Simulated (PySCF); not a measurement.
```xyz
4
charge 0 multiplicity 1, angstrom
Cl    0.0000    0.0000    0.0000
H     1.6235    0.0000    0.0000
H    -0.8118    1.4060    0.0000
H    -0.8118   -1.4060    0.0000
```

Method: PySCF, PBE0, basis Cl def2-TZVP, H def2-TZVP (no relativity, density fitting).

This geometry of ClH3 is a stationary point at this level.

**Question.** What is the point group?

**Answer.** D3h.

**Question.** Is it a minimum?

**Answer.** No: it has 2 imaginary modes (one degenerate set), at 951i cm⁻¹ (e').

**Question.** Which band is strongest in the infrared?

**Answer.** 513 cm⁻¹ (e'), 1011 km/mol.

**Question.** What are the dipole moment and the gap between the highest occupied and lowest empty levels?

**Answer.** 0.00 D and 3.57 eV.

**Question.** Give the atomic charges and bond orders.

**Answer.** 
```csv
atom,Mulliken,Löwdin,polar tensor,Mayer order to Cl1
Cl1,0.13,0.24,0.90,–
"H2,3,4",-0.04,-0.08,-0.30,0.51
```

Only a few start shapes were tried, so a lower isomer may exist. At this level a singlet minimum of C2v symmetry lies 184 kJ/mol below this structure.
